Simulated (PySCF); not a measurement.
Species: C4H4OP (charge -1).
Bonds: P1–C2, C2–C3 (aromatic), C3–C4 (aromatic), C4–O5 (aromatic), O5–C6 (aromatic), C2–C6 (aromatic). Hydrogens: H7 on P1; H8 on C3; H9 on C4; H10 on C6.
Bond orders are those of one Lewis drawing.

Method: PySCF, PBE0-D3(BJ)/def2-SVP geometry optimisation, gas phase; density fitting, grid level 1; the optimiser is geomeTRIC in internal coordinates, started from a GFN2-xTB structure with every atom displaced at random (about 0.01 Å).

Step 0: E = -15529.7365 eV
```
atom  x, y, z in Å  |  force x, y, z in eV/Å
P1      3.5547    0.5826    0.0548   -0.471   2.490  -0.663
C2      1.8713   -0.0154    0.0972    0.954   0.199  -0.023
C3      0.6682    0.7382   -0.1810    2.390   1.093  -0.083
C4     -0.3246   -0.1026   -0.0260   -4.035  -1.497   0.113
O5      0.0496   -1.3504    0.3112   -0.262   0.407  -0.009
C6      1.4183   -1.2667    0.3905    0.006  -0.719   0.148
H7      4.0929   -0.6040    0.3957    0.959  -2.033   0.585
H8      0.6611    1.7845   -0.4463   -0.211   0.330  -0.095
H9     -1.4225    0.0419   -0.1106    0.602  -0.098  -0.002
H10     1.9339   -2.1764    0.6686    0.069  -0.172   0.029
```

Step 1: E = -15529.9869 eV
```
atom  x, y, z in Å  |  force x, y, z in eV/Å
P1      3.5723    0.6539    0.0411    0.223  -0.397   0.093
C2      1.9012   -0.0189    0.1102   -0.163  -0.152   0.028
C3      0.6905    0.7336   -0.1638   -0.431  -0.136   0.144
C4     -0.3867   -0.1008   -0.0011    0.863   0.201  -0.254
O5      0.0248   -1.3344    0.3320   -0.014  -0.084   0.047
C6      1.4050   -1.2789    0.4050   -0.077   0.085  -0.027
H7      4.2090   -0.6314    0.3680   -0.152   0.437  -0.097
H8      0.6390    1.7887   -0.4320    0.042   0.027  -0.042
H9     -1.4455    0.0305   -0.1842   -0.277   0.025   0.098
H10     1.8934   -2.2105    0.6789   -0.013  -0.006   0.011
```

Step 2: E = -15529.9980 eV
```
atom  x, y, z in Å  |  force x, y, z in eV/Å
P1      3.5557    0.6572    0.0362    0.086  -0.152   0.029
C2      1.8912   -0.0397    0.1064    0.250   0.008   0.045
C3      0.6967    0.7379   -0.1705   -0.177  -0.455   0.165
C4     -0.3662   -0.1031   -0.0158   -0.313   0.216  -0.167
O5      0.0144   -1.3428    0.3286    0.027   0.165  -0.063
C6      1.3923   -1.2981    0.4027    0.153   0.119  -0.017
H7      4.2257   -0.5862    0.3752   -0.059   0.132  -0.028
H8      0.6571    1.7958   -0.4341    0.029  -0.057  -0.024
H9     -1.4378    0.0423   -0.1579   -0.006   0.011   0.065
H10     1.8739   -2.2313    0.6833    0.009   0.014  -0.005
```

Question: Estimate the geometry and energy of step 3. (The exact step hangs on the optimiser's Hessian estimate; all steps are aligned on step 2, rigid shifts and turns removed.)

Answer: E = -15530.0023 eV, largest force 0.416 eV/Å
```
atom  x, y, z in Å  |  force x, y, z in eV/Å
P1      3.5655    0.6527    0.0361   -0.123   0.199  -0.069
C2      1.8988   -0.0462    0.1025    0.081  -0.015   0.030
C3      0.6945    0.7169   -0.1719    0.120   0.390  -0.083
C4     -0.3803   -0.0992   -0.0299   -0.201  -0.127   0.058
O5      0.0121   -1.3352    0.3176   -0.090  -0.219   0.043
C6      1.3924   -1.2980    0.3956   -0.055  -0.003  -0.003
H7      4.2468   -0.5593    0.3913    0.025  -0.179   0.048
H8      0.6665    1.7744   -0.4369    0.013   0.006  -0.022
H9     -1.4607    0.0593   -0.1295    0.245  -0.035   0.006
H10     1.8673   -2.2335    0.6792   -0.014  -0.017  -0.009
```

The energy changes by -0.0043 eV. The first-order estimate −F·Δx gives -0.0281 eV and the mean of the old and new forces, exact on a quadratic surface, -0.0043 eV. The step makes an angle of 60° with the force vector and moves no atom by more than 0.040 Å.

What follows is the cost of the whole optimisation. The run took 29 s on one thread of an Arm Neoverse V1 (shared host), and the process peaked at 0.44 GiB of memory.
